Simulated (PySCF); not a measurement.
Helium: a sound run and one with changed settings

Sound run: He 1s2, He⁺ 1s1. Calculation: PySCF 2.14, in cc-pVDZ; no relativity, point nucleus. The sound run starts from symmetry-adapted Hartree-Fock orbitals and uses a fine grid where one is needed.

A second run was set up differently.

```csv
species,method,sound run (hartree),changed run (hartree),converged
He,UHF,-2.85516,-2.85516,no
He,LDA,-2.82671,-2.82670,no
He,B3LYP,-2.90705,-2.90705,no
He⁺,UHF,-1.99362,-1.99052,no
He⁺,LDA,-1.93633,-1.93612,no
He⁺,B3LYP,-1.99316,-1.99315,no
```

What was changed?
A. all electrons correlated in a valence basis
B. angular grid far too coarse
C. level shift left on
D. too few SCF iterations

D. It used initial guess minao, at most 2 SCF cycles. The SCF was stopped early; the energies are upper bounds that still move, and correlated levels were skipped or rest on poor orbitals.
